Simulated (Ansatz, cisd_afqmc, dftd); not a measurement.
Reaction: C4H6 (but-1-yne, SMILES C#CCC) → C2H (SMILES [C]#C, doublet) + C2H5 (SMILES C[CH2], doublet) (the C-C bond breaks)
Each species at its own B3LYP-D3(BJ)/def2-TZVP minimum (Ansatz, a first-principles code).

Wanted: bond dissociation energy (electronic), in kcal/mol. Radicals and triplets start from unrestricted determinants; spin-orbit coupling is neglected. Cores are frozen in correlated methods. Rows without X2C or -DK are non-relativistic. The Monte Carlo rows (phaseless AFQMC, CISD trial, step 0.005/hartree) carry one-sigma bars that omit the constraint's bias. Outlying blocks are dropped, and bars are widened where a walk drifts. Over all cases where full CI ran beside it in this data, AFQMC minus full CI had a median of +0.1 mEh and passed +0.4 mEh in a tenth of the cases. CBS(X,Y): correlation extrapolated as X^-3, Hartree-Fock from the larger set. A bracket is a step between two methods taken in the basis named. Functionals run without relativity, which enters their misses. Double hybrids freeze cores in their MP2 part. '+ core + X2C': CCSD(T) terms for core correlation (cc-pwCVTZ) and scalar relativity (cc-pVTZ-DK). The UHF reference of C2H ([C]#C, doublet) is spin-contaminated (<S^2> up to 0.36 over the pure value in the sets run).

```tsv
level	program	bond dissociation energy (kcal/mol)	difference against the last row
r2SCAN/def2-TZVPD	Ansatz	123.6	-6.5
CAM-B3LYP-D3(BJ)/def2-TZVPD	Ansatz + dftd3	129.9	-0.2
CAM-B3LYP/def2-TZVPD	Ansatz	128.7	-1.4
B2PLYP-D3(BJ)/def2-TZVPD	Ansatz + dftd3	130.5	0.4
B2GP-PLYP-D4/def2-TZVPD	Ansatz + dftd4	131.6	1.5
CCSD/cc-pVTZ	Ansatz	125.6	-4.5
CCSD(T)/cc-pVDZ	Ansatz	124.8	-5.3
CCSDT(Q)/cc-pVDZ	Ansatz	124.0	-6.1
AFQMC/CISD/cc-pVTZ	cisd_afqmc	127.7 ± 0.5	-2.4
CCSD(T)/CBS(cc-pVTZ,cc-pVQZ) + [AFQMC/CISD - CCSD(T)]/cc-pVTZ + core + X2C	Ansatz + cisd_afqmc	130.2 ± 0.5	0.1
CCSD(T)/CBS(cc-pVTZ,cc-pVQZ) + [CCSDT(Q) - CCSD(T)]/cc-pVDZ + core + X2C	Ansatz	130.1	0.0
```
